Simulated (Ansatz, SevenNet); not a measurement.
Trigonal Se: properties by level of theory

Reference values: lattice constant a 4.365 Å (measured, 293 K, no zero-point or thermal correction; as tabulated in Wikipedia's data pages); lattice parameter c 4.958 Å (measured, 293 K, no zero-point or thermal correction; as tabulated in Wikipedia's data pages).

| level (code) | lattice parameter a (Å) | lattice parameter c (Å) |
|---|---|---|
| SevenNet-l3i5 | 4.892 | 5.026 |
| PBE-D4 (Ansatz) | 4.059 | … |
| rVV10 (Ansatz) | 4.226 | … |
| r²SCAN (Ansatz) | … | 4.992 |

Q: Fill in the missing entries.

A: 
- PBE-D4 (Ansatz, a quantum-chemistry and plane-wave program), lattice parameter c (Å): 5.131
- rVV10 (Ansatz), lattice parameter c (Å): 5.189
- r²SCAN (Ansatz), lattice parameter a (Å): 4.504

Differences from the reference values (errors of the level alone only where the reference is corrected to a static lattice):

| level | lattice constant a (%) | lattice parameter c (%) |
|---|---|---|
| SevenNet-l3i5 | +12.1 | +1.37 |
| PBE-D4 | -7.01 | +3.49 |
| rVV10 | -3.18 | +4.66 |
| r²SCAN | +3.18 | +0.69 |

Nearest: lattice constant a, not ranked (reference at room or unstated temperature); lattice parameter c, not ranked (reference at room or unstated temperature).

Machine-learned potentials (SevenNet-l3i5) are trained on DFT data: a solid inside that data is no test of them.

Caveats: for a layered or molecular solid the relaxed cell lies over 5 % above the published volume, where the minimum can be shallow (r²SCAN); the cell comes from a level without a dispersion term, which matters for the spacing of layers, chains or molecules (r²SCAN); the cell moved over 20 % in volume from its start (SevenNet-l3i5). Ansatz's density-functional and Hartree–Fock values are scalar-relativistic unless marked +SOC, with PAW data made under PBE.

Differences are worked out from the printed values.

The computed numbers hold no vibrational or temperature effects.
